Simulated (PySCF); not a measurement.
Gas-phase reaction: AlH3 + 3 CH2 ⇌ Al(CH3)3

Energies from PySCF, thermal terms from the rigid-rotor harmonic-oscillator model, ideal gas at 1 bar. † marks an energy on the PBE0/def2-TZVP geometry and frequencies; other levels use their own. MP2 freezes the core. 6-31G* has spherical d functions here. Open shells (unrestricted): CH2 (multiplicity 3); the rest are closed-shell singlets. B3LYP is the form with VWN-RPA correlation. Methyl groups turn as free rotors in Al(CH3)3. AlH3: computed as isolated molecules; such fragments, hydroxides, amides, oligomers or adducts are transient or little studied in the gas. MP2 isn't extrapolated to the basis-set limit; its ΔH°(298 K) is -1310.9 kJ in def2-SVP and -1370.5 kJ in def2-TZVPP. The harmonic model lacks anharmonicity and excited electronic states, which grow with temperature; levels with a mode under 35 cm⁻¹ are left out.

```
level               ΔE electronic, kJ  ΔH°(298 K), kJ  ΔS°(298 K), J/K  ΔG°(1600 K), kJ
------------------  -----------------  --------------  ---------------  ---------------
B3LYP/6-31G*                    -1404           -1329             -447             -598
MP2/def2-SVP†                   -1385           -1311             -445             -585
MP2/def2-TZVPP†                 -1444           -1370             -445             -644
PBE/def2-SVP                    -1451           -1380             -445             -657
PBE/def2-TZVP†                  -1443           -1370             -445             -643
PBE0/def2-QZVP†                 -1419           -1345             -445             -619
ωB97X-V/def2-TZVP†              -1459           -1385             -445             -659
```
ΔH° is lowest at ωB97X-V/def2-TZVP† and highest at MP2/def2-SVP†. No reference value is set beside these.
